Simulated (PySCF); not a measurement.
How the functional moves excitation energies

Compound: lithium sodium, NaLi.
Geometry (PBE0-D3(BJ)/def2-SVP, Å), atoms numbered from 1 in this order:
```xyz
2
NaLi angstrom
Li     1.5110   -0.0875    0.0088
Na    -1.4612   -0.0002   -0.0310
```

Linear-response calculations in the def2-SVPD basis (PySCF; singlets by full response, triplets Tamm–Dancoff, core orbitals frozen in the response; HF means time-dependent Hartree–Fock). 'Strongest' is the level of largest summed f among the singlets computed (6 and 10 roots, of which the last may lack a degenerate partner); it can jump between rows when another state enters that window. S1 is the lowest singlet of each run and needn't be the same state throughout; f(S1) is that of one state. Isolated species at its PBE0-D3(BJ)/def2-SVP geometry, gas phase.

```tsv
functional	kind	S1 (eV)	f(S1)	strongest (eV)	T1 (eV)	HOMO (eV)	gap (eV)	ionisation energy, ΔSCF (eV)
LDA	LDA	1.92	0.498	2.55	0.98	-3.17	1.31	5.22
B3LYP	global hybrid, 20% exact exchange	1.97	0.512	2.58	0.99	-3.54	2.05	5.22
PBE0	global hybrid, 25% exact exchange	1.95	0.522	2.53	0.88	-3.63	2.29	5.06
BHandHLYP	global hybrid, 50% exact exchange	2.00	0.522	2.57	1.01	-4.04	3.16	5.04
CAM-B3LYP	range-separated hybrid	2.01	0.519	2.59	not run	-4.43	3.70	not run
wB97X-D	range-separated hybrid	1.92	0.544	2.44	1.32	-4.91	4.76	4.91
LC-wPBE	range-separated hybrid	2.00	0.530	2.50	0.91	-5.18	5.06	4.93
HF	Hartree–Fock	1.95	0.545	2.43	0.54	-4.62	4.76	not settled
```

**Question.** What does PBE (GGA) give?

**Answer.** S1 (eV) 1.94, f(S1) 0.515, strongest (eV) 2.55, T1 (eV) 0.88, HOMO (eV) -3.13, gap (eV) 1.32, ionisation energy, ΔSCF (eV) 5.15. S1 runs from 1.92 eV (LDA) to 2.01 eV (CAM-B3LYP), a spread of 0.10 eV, while the orbital gap spreads over 3.7 eV. −ε(HOMO) comes closest to its own ΔSCF ionisation energy with wB97X-D (0.00 eV) and misses most with LDA (-2.04 eV). 'Not settled' means that the ion's SCF failed to converge or may have ended in another state than the lowest.
